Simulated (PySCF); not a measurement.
Stepwise substitution at one centre (Si SH-H). Gas-phase values, no solvent. One relaxed conformer stands for each flexible species; it need not be the lowest. Strings in code marks are SMILES.

Level of theory: PBE-D3(BJ)/def2-TZVP // PBE0-D3(BJ)/def2-TZVP (PySCF 2.14.0). Delta-SCF ions had no search for a lower state. 

```
species                                                                              vertical ionisation energy (Delta-SCF) (eV)  HOMO (eV)
-----------------------------------------------------------------------------------  -------------------------------------------  ---------
0 of 4 SH replaced by H (`[Si](S)(S)(S)S`)                                                                                     –        [?]
1 of 4 SH replaced by H (`S[SiH](S)S`)                                                                                      8.97      -6.36
2 of 4 SH replaced by H (`[SiH2](S)S` (H–S–Si–S torsion 56°, S–Si–S–H torsion 56°))                                         9.17        [?]
3 of 4 SH replaced by H (`[SiH3]S`)                                                                                         9.70      -6.28
4 of 4 SH replaced by H                                                                                                    12.13      -8.51
```

**Question.** Some entries are withheld; supply them.

**Answer.** 
- 0 of 4 SH replaced by H (`[Si](S)(S)(S)S`), HOMO (eV): -6.39
- 2 of 4 SH replaced by H (`[SiH2](S)S` (H–S–Si–S torsion 56°, S–Si–S–H torsion 56°)), HOMO (eV): -6.27
